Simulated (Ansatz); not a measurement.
Process, species as SMILES: C[Si](C)(P)P [[dimethyl(phosphanyl)silyl]phosphane] → P[Si](C)C + [PH2] (PH2) (the P-Si bond breaks)

Wanted: bond dissociation energy (electronic), in kcal/mol. Conventions: non-relativistic; UHF or UKS for open shells; frozen cores in correlated levels; 6-31G* and kin with 6d, 5d where marked; no dispersion term unless named; no spin-orbit coupling. CBS(X,Y): correlation extrapolated as X^-3; Hartree-Fock from the larger set. First-principles rows: single points at B3LYP-D3(BJ) geometries (Ansatz, a quantum-chemistry and plane-wave program).

```tsv
species	coefficient	E at MP2/6-31G* (Ansatz), Eh	E at wB97M-V/def2-TZVPD (Ansatz), Eh
C[Si](C)(P)P	-1	-1052.49142	-1054.39517
C[Si](C)P	+1	-710.44239	-711.79045
[PH2] (PH2)	+1	-341.93528	-342.48054
```

Coupled cluster (Ansatz) is a level with limits of its own, used here on species with T1 under 0.025 (0.045 for open shells) and stable references: CCSD(T)/CBS(cc-pV(T+d)Z,cc-pV(Q+d)Z). Value to compare with, CCSD(T)/CBS(cc-pV(T+d)Z,cc-pV(Q+d)Z) (Ansatz): 77.3 kcal/mol. 1 Eh = 627.5095 kcal/mol.

**Question.** Compute it at each level from the table, and compare with CCSD(T)/CBS(cc-pV(T+d)Z,cc-pV(Q+d)Z) (Ansatz).

**Answer.** 
- MP2/6-31G*: the sum of coefficient times E is 0.11375 Eh, or 71.38 kcal/mol. Result: 71.4 kcal/mol. Its difference against CCSD(T)/CBS(cc-pV(T+d)Z,cc-pV(Q+d)Z) (Ansatz) is -5.9 kcal/mol.
- wB97M-V/def2-TZVPD: the sum of coefficient times E is 0.12418 Eh, or 77.92 kcal/mol. Result: 77.9 kcal/mol. Its difference against CCSD(T)/CBS(cc-pV(T+d)Z,cc-pV(Q+d)Z) (Ansatz) is 0.6 kcal/mol.
